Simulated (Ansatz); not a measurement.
**[Br···H···Si], triplet along the distance Br1-H2**

Starting geometry:

```yaml
atoms:
  - { symbol: Br, position_ang: [0.0000, 0.0000, -1.6789] }
  - { symbol: H, position_ang: [0.0000, 0.0000, -0.2583] }
  - { symbol: Si, position_ang: [0.0000, 0.0000, 1.9371] }
```

From there atom H2 is moved from one fragment to the other while all else, the fragments' distance too, stays fixed; atoms are numbered as listed. Energies are in kcal/mol, counted from the starting geometry at the same level. Kohn–Sham curves are unrestricted where that lies lower.

Basis cc-pVTZ; Ansatz 0.2.0. Only valence electrons are correlated (noble-gas cores and the filled d shells of p-block atoms frozen). Prefix R: restricted or restricted open-shell reference; prefix U: unrestricted. Active spaces: valence = (12e, 9o) chosen from the atoms' valence shells. No spin–orbit coupling is included, and no scalar relativity.

Runs in a small pair space aren't shown, since their orbitals change along the scan.

Full CI isn't at hand for all of this; UCCSDT(Q) serves as the reference, and is uncertain by the last step of the cluster series or more. The frozen core follows each run's orbitals, which can shift R against U totals by a few meV for light atoms and by up to 0.1 eV past Ca.

```
distance Br1-H2 (Å)  UCCSDT(Q)  curve A  curve B  curve C  curve D
              1.421        0.0      0.0      0.0      0.0      0.0
              1.529        0.8      1.1      1.2      0.8      0.0
              1.744        6.9      7.7      9.1      7.1      4.7
              1.960       10.3     10.3     14.0     10.5      7.4
              2.176       15.8     13.6     19.8     16.0     13.1
```

Question: The curves come from B2PLYP, CASSCF (valence space), RCCSD(T), UMP2. Compare each with UCCSDT(Q) and say which is which.

Answer: A: CASSCF (valence space), B: UMP2, C: RCCSD(T), D: B2PLYP. Spread of the error against UCCSDT(Q), over the points where both stand: A 3.0, B 4.0, C 0.2, D 2.9 kcal/mol. 

Functionals correlate the shells that the reference freezes, so part of their error here is the reference's.
